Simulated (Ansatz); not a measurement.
## Worked example: the enthalpy of formation of C3H6 (cyclopropane)

C3H6: 9 atoms, total charge 0, spin state singlet. SMILES: `C1CC1`. The coordinates come from a PBE0-D4/def2-TZVP relaxation.

Total energies at PBE/cc-pVTZ (Ansatz 0.2.0); the atoms run unrestricted:

| species | state | energy (Eh) |
| --- | --- | --- |
| C3H6 | singlet | -117.766785 |
| C | triplet | -37.794923 |
| H | doublet | -0.499619 |

Harmonic wavenumbers at PBE0-D4/def2-TZVP, in cm⁻¹: 741, 741, 858, 915, 915, 1054, 1054, 1088, 1154, 1210, 1210, 1238, 1466, 1466, 1520, 3151, 3151, 3159, 3229, 3229, 3250.

Measured heats of formation of the gaseous atoms at 298.15 K, in kJ/mol: C 716.9, H 218.0. Take 1 Eh = 2625.50 kJ/mol, 1 cm⁻¹ = 0.0119627 kJ/mol, RT = 2.479 kJ/mol.

What heat of formation follows?


1. Electronic atomisation energy: 3 × (-37.794923) + 6 × (-0.499619) − (-117.766785) = 1.384302 Eh = 3634.5 kJ/mol.
2. Zero-point energy: half the sum of the wavenumbers, 17899.5 cm⁻¹ = 214.1 kJ/mol.
3. Thermal vibrational enthalpy, Σ hcν̃/(exp(hcν̃/kT) − 1): 1.4 kJ/mol. Translation, rotation and pV of a non-linear molecule: 4 RT = 9.9 kJ/mol.
4. The 9 free atoms carry 5/2 RT each: 55.8 kJ/mol.
5. Spin-orbit coupling lowers the free atoms by 3 × 0.02 = 0.1 kJ/mol.
6. Atomisation enthalpy at 298 K: 3634.5 − 0.1 − 214.1 − 1.4 − 9.9 + 55.8 = 3464.8 kJ/mol.
7. Sum of the atoms' heats of formation: 3458.7 kJ/mol. Heat of formation: 3458.7 − 3464.8 = -6.1 kJ/mol.

The tabulated value is +53.6 kJ/mol (Active Thermochemical Tables), so this level is off by -59.7 kJ/mol, or 1.8 % of the atomisation enthalpy. Gradient-corrected functionals often overbind somewhat. Anharmonicity and any spin-orbit splitting of the molecule are left out.
